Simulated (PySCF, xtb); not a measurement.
difluoromethane cation (CH2F2), SMILES FCF (connectivity only; charge and spin as stated), charge +1, multiplicity 2.

Harmonic wavenumbers (cm⁻¹) from GFN2-xTB run with xtb at its own minimum, in rising order: 516, 764, 954, 1089, 1102, 1134, 1205, 2340, 2485.

### Question
What does PBE-D3(BJ)/def2-TZVP (PySCF) give at its own minimum? (The exact figures need the calculation; the answer reports its results.)

### Answer
566, 657, 957, 1012, 1085, 1182, 1305, 2195, 2466. Paired by order, the mean absolute difference is 63 cm⁻¹ and the zero-point energies are 16.6 and 16.3 kcal/mol.
